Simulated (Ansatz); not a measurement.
A nudged elastic band was laid between two geometries of CH6SSi (9 atoms, charge 0, multiplicity 1).

The calculation used RKS PBE0-D4/6-31G* in Ansatz.

```json
{
 "movable images": "2",
 "climbing image": "yes",
 "spring": "5.0 eV/Å²",
 "optimiser": "quadratic models (default)",
 "start path": "through a guess of the saddle point",
 "force threshold": "0.03 eV/Å",
 "iteration limit": "60",
 "end points": "relaxed"
}
```

First end point:

```xyz
9
Properties=species:S:1:pos:R:3
Si -0.482 0.633 -0.080
S 0.887 1.396 -1.556
C -0.085 -1.127 0.433
H -0.091 -1.795 -0.433
H -1.802 0.716 -0.760
H -0.493 1.521 1.117
H 1.988 1.335 -0.782
H 0.902 -1.189 0.905
H -0.825 -1.490 1.156
```

Last end point:

```xyz
9
Properties=species:S:1:pos:R:3
Si -1.394 0.472 0.802
S 1.814 0.136 -2.169
C -0.332 -0.869 0.761
H 0.955 -0.094 -1.147
H -2.631 0.531 -0.009
H -1.110 1.682 1.608
H 2.672 0.814 -1.384
H 0.570 -0.914 1.365
H -0.543 -1.759 0.173
```

Problem. Which bonds break or form, and what moves?

Solution. Bonds broken: Si1–S2, C3–H4. Bonds formed: S2–H4. CH6SSi becomes CH4Si + H2S.

Problem. What energy profile does the band end with?

Solution. The forces met the threshold. The highest image is number 2 of 0 to 3, 82.2 kcal/mol above the first end and 11.3 kcal/mol above the last; the last end lies 70.8 kcal/mol above the first. Neighbouring images differ by up to 3.5 eV, so the band resolves the path poorly. Another band between the same ends (9 images) ends at a top of the same energy, where a vibrational analysis finds 1 clearly imaginary mode. So few images can step over the top or miss a turn of the path. The orbitals stay closed-shell, which can raise the energy where a bond breaks towards radicals; this wasn't checked here.

```json
{"image": "0", "path coordinate (Å)": "0.00", "energy (kcal/mol)": "0.0", "Si1–S2 (Å)": "2.15", "C3–H4 (Å)": "1.09", "S2–H4 (Å)": "3.52"}
{"image": "1", "path coordinate (Å)": "1.38", "energy (kcal/mol)": "2.0", "Si1–S2 (Å)": "2.16", "C3–H4 (Å)": "1.10", "S2–H4 (Å)": "3.03"}
{"image": "2", "path coordinate (Å)": "2.76", "energy (kcal/mol)": "82.2", "Si1–S2 (Å)": "2.66", "C3–H4 (Å)": "1.82", "S2–H4 (Å)": "1.50"}
{"image": "3", "path coordinate (Å)": "5.02", "energy (kcal/mol)": "70.8", "Si1–S2 (Å)": "4.38", "C3–H4 (Å)": "2.43", "S2–H4 (Å)": "1.35"}
```

Problem. What is the geometry of the highest image?

Solution. 
```xyz
9
Properties=species:S:1:pos:R:3:forces:R:3
Si -0.792 0.525 0.330 -0.01 -0.01 0.01
S 0.910 0.628 -1.715 0.00 0.00 0.00
C -0.207 -1.068 0.710 0.01 0.00 0.00
H 0.698 -0.524 -0.774 0.01 0.00 -0.01
H -1.996 0.756 -0.501 -0.01 0.01 -0.01
H -0.292 1.749 1.003 0.00 0.01 0.00
H 1.920 1.110 -0.965 0.00 0.00 0.00
H 0.524 -1.223 1.500 0.00 0.00 0.00
H -0.765 -1.953 0.413 0.00 0.00 0.00
```

Run time: 90 s on 1 thread of Arm Neoverse V1, with other jobs on the host, peak memory 0.24 GiB.
